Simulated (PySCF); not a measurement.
Compound: C4H7Cl.
Numbering: `[CH3:1]/[CH:2]=[C:3](\[CH3:4])[Cl:5]` (hydrogens: H6, H7, H8 on C1; H9 on C2; H10, H11, H12 on C4)

Method: PBE0-D3(BJ)/def2-SVP geometry optimisation, gas phase in PySCF.

Question: What internal coordinates does the optimisation give?

Answer: 
```json
{"bond": "C1–C2", "length (bohr)": "2.821", "order": "single"}
{"bond": "C2=C3", "length (bohr)": "2.528", "order": "double"}
{"bond": "C3–C4", "length (bohr)": "2.817", "order": "single"}
{"bond": "C3–Cl5", "length (bohr)": "3.309", "order": "single"}
{"bond": "C1–H6, C1–H7, C1–H8", "length (bohr)": "2.081", "order": "single"}
{"bond": "C2–H9", "length (bohr)": "2.068", "order": "single"}
{"bond": "C4–H10, C4–H11, C4–H12", "length (bohr)": "2.079", "order": "single"}
```

Bonds in one row agree within 0.02 bohr and their mean is given. Orders are formal, as drawn. A selection of angles:
```json
{"angle": "C2–C1–H6", "degrees": "110.7"}
{"angle": "C2–C1–H7", "degrees": "113.1"}
{"angle": "H6–C1–H7", "degrees": "107.8"}
{"angle": "H6–C1–H8", "degrees": "106.4"}
{"angle": "C1–C2–C3", "degrees": "126.6"}
{"angle": "C1–C2–H9", "degrees": "116.6"}
{"angle": "C3–C2–H9", "degrees": "116.8"}
{"angle": "C2–C3–C4", "degrees": "128.6"}
{"angle": "C2–C3–Cl5", "degrees": "118.6"}
{"angle": "C4–C3–Cl5", "degrees": "112.8"}
{"angle": "C3–C4–H10", "degrees": "110.4"}
{"angle": "C3–C4–H12", "degrees": "111.6"}
{"angle": "H10–C4–H11", "degrees": "107.1"}
{"angle": "H10–C4–H12", "degrees": "108.6"}
```

Dihedral angles: C1–C2–C3–C4 0° (synperiplanar).

Of the pairs four or more bonds apart, H7···H12 is among the closest relative to their van der Waals radii: 2.06 Å, 86 % of the sum of Bondi's values. The 5 heavy atoms lie in one plane (0.000 Å rms). The 3 C–C bonds span 1.338 Å (C2=C3, drawn double) to 1.493 Å (C1–C2, drawn single), a spread of 0.155 Å.

Point group: Cs (every atom within 0.08 Å of its image). Whether it is a minimum is left open (no frequencies).

On one thread of an Arm Neoverse V1, on a shared host, this took 15 s of wall time. That covers the optimisation of the geometry.
